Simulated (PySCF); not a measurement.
# Si: ionisation energy

Si [Ne] 3s2 3p2 (3P) → Si⁺ [Ne] 3s2 3p1 (2P), as a difference of total energies. Computed with PySCF 2.14 in def2-TZVP, with no relativity, point nucleus. Correlated levels: valence: [Ne] frozen. The calculations carry no spin-orbit coupling.

| method | ionisation energy (eV) | error (eV) |
| --- | --- | --- |
| UHF | 7.640 | -0.517 |
| LDA | 8.234 | +0.077 |
| B3LYP | 8.115 | -0.042 |
| MP2 (valence) | 8.037 | -0.120 |
| SCS-MP2 (valence) | 7.953 | -0.204 |
| CCSD (valence) | 8.067 | -0.090 |
| CCSD(T) (valence) | 8.105 | -0.052 |

Reference: 8.157 eV (measured; NIST levels, between the centres of gravity of the two terms).

Errors of the correlated levels include the incompleteness of this basis and the frozen core.
